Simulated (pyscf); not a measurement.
## Atom transfer: Cl–CH₂–CH₂–Cl + H atom (H•) -> hydrogen chloride (HCl) + •H₂C–CH₂–Cl

Gas phase, doublet surface, charge 0. Bonds broken: Cl1–C2. Bonds formed: Cl1–H9. PySCF, gas phase, ωB97X-D3(BJ)/def2-SVP geometries.

Transition state (Å):

```xyz
9

Cl     0.8360     1.1163    -0.2602
C     -0.7941     0.2241     0.3619
C     -1.3972    -0.4599    -0.8345
Cl    -2.8993    -1.3034    -0.3408
H     -0.4529    -0.4664     1.1419
H     -1.4139     1.0305     0.7707
H     -0.7129    -1.2095    -1.2528
H     -1.6599     0.2634    -1.6175
H      2.2025     1.8605    -0.7971
```

One imaginary mode, 1153i cm⁻¹; descent along it reached the two sides named.

| bond | change | reactant side (Å) | saddle | product side |
|---|---|---|---|---|
| Cl1–C2 | breaks | 1.784 | 1.960 | 3.4 |
| Cl1–H9 | forms | 3.6 | 1.646 | 1.284 |

Electronic energies relative to the separated reactants (kcal/mol):

```tsv
level	barrier	reaction energy	reverse barrier
ωB97X-D3(BJ)/def2-TZVP	12.1	-17.6	29.7
PBE/def2-TZVP	3.2	-19.0	22.1
r²SCAN/def2-TZVP	2.0	-23.0	25.1
B3LYP-D3(BJ)/def2-TZVP	4.5	-22.4	26.9
PBE0-D3(BJ)/def2-TZVP	6.9	-18.3	25.2
M06-2X/def2-TZVP	11.0	-18.1	29.0
ωB97M-D3(BJ)/def2-TZVP	11.3	-19.5	30.8
HF/def2-TZVP	21.4	-23.6	45.0
```

With ωB97M-D3(BJ)/def2-TZVP energies and thermal terms (ideal gas, 1 atm, RRHO with modes under 100 cm⁻¹ raised to 100, one conformer, R ln 2 for rigid chiral ones), in kcal/mol:

| T (K) | ΔH‡ | ΔG‡ | ΔH | ΔG |
|---|---|---|---|---|
| 298 | 10.5 | 16.3 | -19.0 | -23.0 |
| 600 | 10.4 | 22.2 | -19.2 | -27.0 |
| 900 | 10.2 | 28.1 | -19.8 | -30.8 |
| 1200 | 10.0 | 34.1 | -20.5 | -34.3 |

This is the saddle that the search found; another between the same sides may lie lower. The angle at the transferred Cl is 179°.
